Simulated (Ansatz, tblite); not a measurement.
# BH2(CCH) (C₂H₃B): removing and adding an electron

Aim: the energy of removing and adding an electron for BH2(CCH) (C₂H₃B), by energy differences, and how well orbital energies stand in for it.

The runs use Ansatz 0.2.0, Gaussian basis; as each input shows.

Plan: charge +1 doublet, at the geometry of the singlet (PBE0-D4/def2-TZVP, PBE-D4/def2-TZVP, r2SCAN-D4/def2-TZVP, CCSD(T)/def2-TZVPP); charge -1 doublet, at the geometry of the singlet (PBE0-D4/def2-TZVPD, PBE-D4/def2-TZVPD, r2SCAN-D4/def2-TZVPD, CCSD(T)/def2-TZVPD); the starting singlet's energies come from earlier runs.

**1. The structure**

The geometry is that of the singlet, from an earlier relaxation (PBE0-D4/def2-TZVP).

6 atoms, charge 0, spin multiplicity 1.

Atoms are counted from 1 here; the program's logs count them from 0.

Bond lengths: B1–H2 1.193 Å, B1–H3 1.193 Å, B1–C4 1.500 Å, C4–C5 1.210 Å, C5–H6 1.066 Å. Angles: H2–B1–H3 120.3°, H2–B1–C4 119.9°, H3–B1–C4 119.9°, B1–C4–C5 180.0°, C4–C5–H6 180.0°.

Coordinates:

```xyz
6

B     0.5674    0.9807    0.0051
H     1.7569    0.9784    0.1023
H    -0.0267    2.0117   -0.0871
C    -0.1842   -0.3180   -0.0014
C    -0.7899   -1.3650   -0.0069
H    -1.3237   -2.2877   -0.0120
```

**2. Charge +1 doublet at the fixed geometry, PBE0-D4/def2-TZVP**

The input, in.yaml:

```yaml
crystal:
  periodic: [false, false, false]
  atoms:
    - {symbol: B, position_ang: [0.567418, 0.980661, 0.005112]}
    - {symbol: H, position_ang: [1.756942, 0.978431, 0.102251]}
    - {symbol: H, position_ang: [-0.026673, 2.011663, -0.087076]}
    - {symbol: C, position_ang: [-0.184160, -0.318011, -0.001395]}
    - {symbol: C, position_ang: [-0.789886, -1.365047, -0.006941]}
    - {symbol: H, position_ang: [-1.323651, -2.287687, -0.011960]}
basis:
  gaussian: {orbitals: def2-TZVP}
total_charge: 1
magnetization: {spin_polarized: true, initial_magnetization: 1}
hamiltonian: {xc: pbe0, dispersion: d4}
output: {orbitals: {seedname: orbitals}}
```

Started as:

```sh
$ ansatz run in.yaml --threads 4 --pin off --events-out ev --progress --plain --max-ram 3916MiB
```

The log of the run:

```text
Functional definition: PBE0
  name "PBE0"
  cite "Adamo & Barone, J. Chem. Phys. 110, 6158 (1999) doi:10.1063/1.478522"
  cite "Perdew, Burke & Ernzerhof, Phys. Rev. Lett. 77, 3865 (1996) doi:10.1103/PhysRevLett.77.3865"
  parent pbe
  parameter a = 0.25
  parameter kappa = 0.804
  parameter beta = 0.06672455060314922
  exchange = (1 - a)*pbe_x(kappa = kappa, mu = beta*pi^2/3) + a*exact_x
  correlation = pbe_c(beta = beta)
661 factors; their error is unknown
mean field evaluation 1: about -2773.9500 eV, gradient 4.2e1 eV
mean field evaluation 2: about -2753.3468 eV, gradient 6.7e1 eV
mean field evaluation 4: about -2782.4105 eV, gradient 1.3e1 eV
mean field evaluation 8: about -2783.3764 eV, gradient 9.2e-2 eV
mean field evaluation 16: about -2783.3731 eV, gradient 5.4e-4 eV
mean field -2783.37310861 eV, -102.2870751034 hartree, gradient 2.8e-5 eV, S^2 0.756660; 2 other end points of the search recorded, 0 dependent functions left out
reference -2783.37313638 eV, -102.2870761240 hartree; 10, 9 occupied and 101, 102 virtual orbitals, 661 factors
Total energy: -2783.41769558 eV, -102.2887136442 hartree
```

It took 0.85 s on 4 threads of Arm Neoverse V2, shared host.

From the report: HOMO -16.35 eV, LUMO -12.85 eV (over both spins); ⟨S²⟩ 0.757 (pure: 0.75).

**3. Charge +1 doublet at the fixed geometry, PBE-D4/def2-TZVP**

start.molden holds the orbitals of an earlier run on this state, given as this run's starting guess.

in.yaml: that of step 2 with these lines changed.

```diff
@@ -10,6 +10,7 @@
 basis:
-  gaussian: {orbitals: def2-TZVP}
+  gaussian: {orbitals: def2-TZVP, initial_orbitals: start.molden}
 total_charge: 1
 magnetization: {spin_polarized: true, initial_magnetization: 1}
-hamiltonian: {xc: pbe0, dispersion: d4}
+hamiltonian: {xc: pbe, dispersion: d4}
+scf: {omitted_lower_state_checks: [starts]}
 output: {orbitals: {seedname: orbitals}}
```

Launched as before.

The log of the run:

```text
Functional definition: PBE
  name "PBE"
  cite "Perdew, Burke & Ernzerhof, Phys. Rev. Lett. 77, 3865 (1996) doi:10.1103/PhysRevLett.77.3865"
  parent pbe
  parameter kappa = 0.804
  parameter beta = 0.06672455060314922
  exchange = pbe_x(kappa = kappa, mu = beta*pi^2/3)
  correlation = pbe_c(beta = beta)
these checks for a lower state are left out or cut short: starts
661 factors; their error is unknown
mean field evaluation 1: about -2783.0720 eV, gradient 4.3e0 eV
mean field evaluation 2: about -2783.1566 eV, gradient 1.7e-1 eV
mean field evaluation 4: about -2783.1388 eV, gradient 3.0e-3 eV
mean field -2783.13877783 eV, -102.2784636060 hartree, gradient 8.5e-5 eV, S^2 0.753670; 0 other end points of the search recorded, 0 dependent functions left out
reference -2783.13881501 eV, -102.2784649724 hartree; 10, 9 occupied and 101, 102 virtual orbitals, 661 factors
Total energy: -2783.19261326 eV, -102.2804420214 hartree
Checks for a lower state left out: starts
```

Run time: 0.7 s. Hardware: 4 threads of Arm Neoverse V2, shared host.

Report: HOMO -15.00 eV, LUMO -13.82 eV (over both spins); ⟨S²⟩ 0.754 (pure: 0.75).

**4. Charge +1 doublet at the fixed geometry, r2SCAN-D4/def2-TZVP**

in.yaml: that of step 3 with these lines changed.

```diff
@@ -13,3 +13,3 @@
 magnetization: {spin_polarized: true, initial_magnetization: 1}
-hamiltonian: {xc: pbe, dispersion: d4}
+hamiltonian: {xc: r2scan, dispersion: d4}
 scf: {omitted_lower_state_checks: [starts]}
```

Launched as before.

The log of the run:

```text
Functional definition: r2SCAN
  name "r2SCAN"
  cite "Furness, Kaplan, Ning, Perdew & Sun, J. Phys. Chem. Lett. 11, 8208 (2020) doi:10.1021/acs.jpclett.0c02405"
  cite "Furness, Kaplan, Ning, Perdew & Sun, J. Phys. Chem. Lett. 11, 9248 (2020) doi:10.1021/acs.jpclett.0c03077"
  parent r2scan
  parameter k0 = 0.174
  parameter k1 = 0.065
  parameter a1 = 4.9479
  exchange = r2scan_x(k0 = k0, k1 = k1, a1 = a1)
  correlation = r2scan_c
these checks for a lower state are left out or cut short: starts
661 factors; their error is unknown
mean field evaluation 1: about -2785.4031 eV, gradient 2.8e0 eV
mean field evaluation 2: about -2785.4317 eV, gradient 4.2e-2 eV
mean field evaluation 4: about -2785.4157 eV, gradient 7.2e-4 eV
mean field evaluation 8: about -2785.4157 eV, gradient 2.7e-5 eV
mean field -2785.41569814 eV, -102.3621388839 hartree, gradient 1.0e-5 eV, S^2 0.756801; 0 other end points of the search recorded, 0 dependent functions left out
reference -2785.41571101 eV, -102.3621393572 hartree; 10, 9 occupied and 101, 102 virtual orbitals, 661 factors
Total energy: -2785.42827048 eV, -102.3626009091 hartree
Checks for a lower state left out: starts
```

Run time: 1.6 s. Hardware: 4 threads of Arm Neoverse V2, shared host.

HOMO -15.39 eV, LUMO -13.54 eV (over both spins); ⟨S²⟩ 0.757 (pure: 0.75).

**5. Charge +1 doublet at the fixed geometry, CCSD(T)/def2-TZVPP**

in.yaml: that of step 4 with these lines changed.

```diff
@@ -10,7 +10,7 @@
 basis:
-  gaussian: {orbitals: def2-TZVP, initial_orbitals: start.molden}
+  gaussian: {orbitals: def2-TZVPP, initial_orbitals: start.molden}
 total_charge: 1
 magnetization: {spin_polarized: true, initial_magnetization: 1}
-hamiltonian: {xc: r2scan, dispersion: d4}
-scf: {omitted_lower_state_checks: [starts]}
+correlation: {method: ccsd_t}
+scf: {omitted_lower_state_checks: [starts, cluster_reference]}
 output: {orbitals: {seedname: orbitals}}
```

Launched as before.

The log of the run, shortened:

```text
Functional definition: HF
  name "HF"
  cite "Fock, Z. Phys. 61, 126 (1930) doi:10.1007/BF01340294"
  parent pbe
[...]
804 factors; integrals over basis functions are off by at most 1.1e-3 eV
[...]
mean field -2769.70359575 eV, -101.7847297713 hartree, gradient 1.6e-6 eV, S^2 0.774043; 0 other end points of the search recorded, 0 dependent functions left out
3 core orbitals not correlated: weight in the atoms' cores, before any rotation towards them, 1.000 or more for the frozen orbitals, at most 0.000 for the correlated occupied ones
reference -2769.70359575 eV, -101.7847297713 hartree; 7, 6 occupied and 125, 126 virtual orbitals, 804 factors
second order -9.06522772 eV of doubles, -0.00000000 eV of singles
cycle   1  -9.69016042 eV  change   -6.2e-1 eV  update   8.4e-2
[...]
cycle  13  -10.13074448 eV  change    3.3e-6 eV  update   1.2e-5
perturbative correction -0.43721119 eV, -0.0160672148 hartree
Total energy: -2780.27155142 eV, -102.1730949791 hartree
Checks for a lower state left out: starts, cluster_reference
```

Wall time 11 s (4 threads of Arm Neoverse V2, shared host); peak memory 1.6 GiB.

Hartree-Fock HOMO -19.39 eV, LUMO -8.02 eV (over both spins); ⟨S²⟩ 0.774 (pure: 0.75); T1 0.035.

**6. Vertical ionisation energy**

Charged state less starting state, singlet to doublet; the starting state's energies are those of its earlier runs.

Differences are taken before rounding.

```
             method  vertical ionisation energy (eV)  from CCSD(T)/def2-TZVPP (eV)   time
      HF/def2-TZVPP                             9.34                         -1.45       
   PBE-D4/def2-TZVP                            10.37                         -0.42  1.1 s
r2SCAN-D4/def2-TZVP                            10.34                         -0.44  2.3 s
  PBE0-D4/def2-TZVP                            10.48                         -0.30  1.4 s
     MP2/def2-TZVPP                            11.10                         +0.32       
    CCSD/def2-TZVPP                            10.66                         -0.12       
 CCSD(T)/def2-TZVPP                            10.79                             0   13 s
```

Times add the two runs; a level without a time comes out of a correlated run.

Beside −ε(HOMO) of the starting state:

```
              level  −ε(HOMO) (eV)  by difference (eV)  mismatch (eV)
   PBE-D4/def2-TZVP           6.88               10.37          -3.49
r2SCAN-D4/def2-TZVP           7.09               10.34          -3.25
  PBE0-D4/def2-TZVP           8.09               10.48          -2.40
```

**7. Charge -1 doublet at the fixed geometry, PBE0-D4/def2-TZVPD**

in.yaml: that of step 5 with these lines changed.

```diff
@@ -10,7 +10,6 @@
 basis:
-  gaussian: {orbitals: def2-TZVPP, initial_orbitals: start.molden}
-total_charge: 1
+  gaussian: {orbitals: def2-TZVPD}
+total_charge: -1
 magnetization: {spin_polarized: true, initial_magnetization: 1}
-correlation: {method: ccsd_t}
-scf: {omitted_lower_state_checks: [starts, cluster_reference]}
+hamiltonian: {xc: pbe0, dispersion: d4}
 output: {orbitals: {seedname: orbitals}}
```

Launched as before.

The log of the run:

```text
Functional definition: PBE0
  name "PBE0"
  cite "Adamo & Barone, J. Chem. Phys. 110, 6158 (1999) doi:10.1063/1.478522"
  cite "Perdew, Burke & Ernzerhof, Phys. Rev. Lett. 77, 3865 (1996) doi:10.1103/PhysRevLett.77.3865"
  parent pbe
  parameter a = 0.25
  parameter kappa = 0.804
  parameter beta = 0.06672455060314922
  exchange = (1 - a)*pbe_x(kappa = kappa, mu = beta*pi^2/3) + a*exact_x
  correlation = pbe_c(beta = beta)
666 factors; their error is unknown
mean field evaluation 1: about -2792.2796 eV, gradient 1.9e1 eV
mean field evaluation 2: about -2791.9480 eV, gradient 2.0e1 eV
mean field evaluation 4: about -2794.3021 eV, gradient 1.8e0 eV
mean field evaluation 8: about -2794.3200 eV, gradient 6.8e-2 eV
mean field evaluation 16: about -2794.3224 eV, gradient 1.1e-4 eV
mean field -2794.32237063 eV, -102.6894530610 hartree, gradient 3.3e-5 eV, S^2 0.761600; 0 other end points of the search recorded, 0 dependent functions left out
reference -2794.32240226 eV, -102.6894542234 hartree; 11, 10 occupied and 127, 128 virtual orbitals, 666 factors
Total energy: -2794.39907092 eV, -102.6922717445 hartree
```

It took 1.2 s on 4 threads of Arm Neoverse V2, shared host.

HOMO 1.50 eV, LUMO 3.85 eV (over both spins); ⟨S²⟩ 0.762 (pure: 0.75). Doubts: highest occupied level lies above zero.

**8. Charge -1 doublet at the fixed geometry, PBE-D4/def2-TZVPD**

in.yaml: that of step 7 with these lines changed.

```diff
@@ -10,6 +10,7 @@
 basis:
-  gaussian: {orbitals: def2-TZVPD}
+  gaussian: {orbitals: def2-TZVPD, initial_orbitals: start.molden}
 total_charge: -1
 magnetization: {spin_polarized: true, initial_magnetization: 1}
-hamiltonian: {xc: pbe0, dispersion: d4}
+hamiltonian: {xc: pbe, dispersion: d4}
+scf: {omitted_lower_state_checks: [starts]}
 output: {orbitals: {seedname: orbitals}}
```

The command is unchanged.

The log of the run:

```text
Functional definition: PBE
  name "PBE"
  cite "Perdew, Burke & Ernzerhof, Phys. Rev. Lett. 77, 3865 (1996) doi:10.1103/PhysRevLett.77.3865"
  parent pbe
  parameter kappa = 0.804
  parameter beta = 0.06672455060314922
  exchange = pbe_x(kappa = kappa, mu = beta*pi^2/3)
  correlation = pbe_c(beta = beta)
these checks for a lower state are left out or cut short: starts
666 factors; their error is unknown
mean field evaluation 1: about -2793.9739 eV, gradient 4.3e0 eV
mean field evaluation 2: about -2794.0262 eV, gradient 6.3e-2 eV
mean field evaluation 4: about -2794.0117 eV, gradient 3.9e-4 eV
mean field -2794.01170549 eV, -102.6780363274 hartree, gradient 2.5e-5 eV, S^2 0.755698; 0 other end points of the search recorded, 0 dependent functions left out
reference -2794.01174874 eV, -102.6780379168 hartree; 11, 10 occupied and 127, 128 virtual orbitals, 666 factors
Total energy: -2794.10413323 eV, -102.6814329843 hartree
Checks for a lower state left out: starts
```

Run time: 1.1 s. Hardware: 4 threads of Arm Neoverse V2, shared host.

HOMO 2.34 eV, LUMO 3.49 eV (over both spins); ⟨S²⟩ 0.756 (pure: 0.75). Doubts: highest occupied level lies above zero.

**9. Charge -1 doublet at the fixed geometry, r2SCAN-D4/def2-TZVPD**

in.yaml: that of step 8 with these lines changed.

```diff
@@ -13,3 +13,3 @@
 magnetization: {spin_polarized: true, initial_magnetization: 1}
-hamiltonian: {xc: pbe, dispersion: d4}
+hamiltonian: {xc: r2scan, dispersion: d4}
 scf: {omitted_lower_state_checks: [starts]}
```

The command is unchanged.

The log of the run:

```text
Functional definition: r2SCAN
  name "r2SCAN"
  cite "Furness, Kaplan, Ning, Perdew & Sun, J. Phys. Chem. Lett. 11, 8208 (2020) doi:10.1021/acs.jpclett.0c02405"
  cite "Furness, Kaplan, Ning, Perdew & Sun, J. Phys. Chem. Lett. 11, 9248 (2020) doi:10.1021/acs.jpclett.0c03077"
  parent r2scan
  parameter k0 = 0.174
  parameter k1 = 0.065
  parameter a1 = 4.9479
  exchange = r2scan_x(k0 = k0, k1 = k1, a1 = a1)
  correlation = r2scan_c
these checks for a lower state are left out or cut short: starts
666 factors; their error is unknown
mean field evaluation 1: about -2796.3103 eV, gradient 2.5e0 eV
mean field evaluation 2: about -2796.3336 eV, gradient 2.8e-2 eV
mean field evaluation 4: about -2796.3224 eV, gradient 2.2e-4 eV
mean field -2796.32243089 eV, -102.7629539196 hartree, gradient 2.1e-5 eV, S^2 0.765554; 0 other end points of the search recorded, 0 dependent functions left out
reference -2796.32244735 eV, -102.7629545248 hartree; 11, 10 occupied and 127, 128 virtual orbitals, 666 factors
Total energy: -2796.34456825 eV, -102.7637674527 hartree
Checks for a lower state left out: starts
```

Wall time 1.9 s (4 threads of Arm Neoverse V2, shared host).

HOMO 2.08 eV, LUMO 4.09 eV (over both spins); ⟨S²⟩ 0.766 (pure: 0.75). Doubts: highest occupied level lies above zero.

**10. Charge -1 doublet at the fixed geometry, CCSD(T)/def2-TZVPD**

in.yaml: that of step 9 with these lines changed.

```diff
@@ -13,4 +13,4 @@
 magnetization: {spin_polarized: true, initial_magnetization: 1}
-hamiltonian: {xc: r2scan, dispersion: d4}
-scf: {omitted_lower_state_checks: [starts]}
+correlation: {method: ccsd_t}
+scf: {omitted_lower_state_checks: [starts, cluster_reference]}
 output: {orbitals: {seedname: orbitals}}
```

Same command.

The log of the run, shortened:

```text
Functional definition: HF
  name "HF"
  cite "Fock, Z. Phys. 61, 126 (1930) doi:10.1007/BF01340294"
  parent pbe
[...]
916 factors; integrals over basis functions are off by at most 1.1e-3 eV
[...]
mean field -2778.63948814 eV, -102.1131177596 hartree, gradient 2.0e-6 eV, S^2 0.838723; 0 other end points of the search recorded, 0 dependent functions left out
3 core orbitals not correlated: weight in the atoms' cores, before any rotation towards them, 1.000 or more for the frozen orbitals, at most 0.000 for the correlated occupied ones
reference -2778.63948814 eV, -102.1131177596 hartree; 8, 7 occupied and 127, 128 virtual orbitals, 916 factors
second order -11.09981351 eV of doubles, -0.00000000 eV of singles
cycle   1  -11.39997143 eV  change   -3.0e-1 eV  update   9.2e-2
[...]
cycle  12  -11.88814655 eV  change   -1.4e-6 eV  update   1.2e-5
perturbative correction -0.60019477 eV, -0.0220567510 hartree
Total energy: -2791.12782946 eV, -102.5720558383 hartree
Checks for a lower state left out: starts, cluster_reference
```

It took 15 s on 4 threads of Arm Neoverse V2, shared host; peak memory 1.8 GiB.

Hartree-Fock HOMO -0.52 eV, LUMO 4.78 eV (over both spins); ⟨S²⟩ 0.839 (pure: 0.75); T1 0.025.

**11. Vertical electron affinity**

Starting state less charged state (positive: the electron is bound), singlet to doublet; the starting state's energies are those of its earlier runs.

Differences are taken before rounding.

```
              method  vertical electron affinity (eV)  from CCSD(T)/def2-TZVPD (eV)   time
       HF/def2-TZVPD                            -0.39                         -0.59       
   PBE-D4/def2-TZVPD                             0.53                         +0.33  1.6 s
r2SCAN-D4/def2-TZVPD                             0.57                         +0.36  3.1 s
  PBE0-D4/def2-TZVPD                             0.49                         +0.29  1.9 s
      MP2/def2-TZVPD                             0.03                         -0.18       
     CCSD/def2-TZVPD                             0.16                         -0.04       
  CCSD(T)/def2-TZVPD                             0.21                             0   18 s
```

Times add the two runs; a level without a time comes out of a correlated run.

Beside −ε(LUMO) of the starting state:

```
               level  −ε(LUMO) (eV)  by difference (eV)  mismatch (eV)
   PBE-D4/def2-TZVPD           3.38                0.53          +2.85
r2SCAN-D4/def2-TZVPD           3.06                0.57          +2.49
  PBE0-D4/def2-TZVPD           2.41                0.49          +1.92
```

**12. Summary of results**

```
                                             quantity                                    value
 vertical ionisation energy, functionals in def2-TZVP  10.34 (r2SCAN-D4) to 10.48 eV (PBE0-D4)
       vertical ionisation energy, CCSD(T)/def2-TZVPP                                 10.79 eV
vertical electron affinity, functionals in def2-TZVPD    0.49 (PBE0-D4) to 0.57 eV (r2SCAN-D4)
       vertical electron affinity, CCSD(T)/def2-TZVPD                                  0.21 eV
```

**Reading.** The vertical ionisation energy spans 10.34 to 10.48 eV over the functionals, beside 10.79 eV from CCSD(T)/def2-TZVPP. −ε(HOMO) misses the level's own difference by -2.40 eV at best (PBE0-D4) and -3.49 eV at worst (PBE-D4). The reference is CCSD(T) in one finite basis, so it carries an error of its own, often a tenth of an eV or more, and near misses can't be ranked. The vertical electron affinity spans 0.49 to 0.57 eV over the functionals, beside 0.21 eV from CCSD(T)/def2-TZVPD. The anion's highest level lies above zero where self-interaction lifts it, so diffuse functions weigh on these values. −ε(LUMO) misses the level's own difference by +1.92 eV at best (PBE0-D4) and +2.85 eV at worst (PBE-D4).

The anion's highest level is positive in at least one run, so there the basis alone may hold the extra electron.
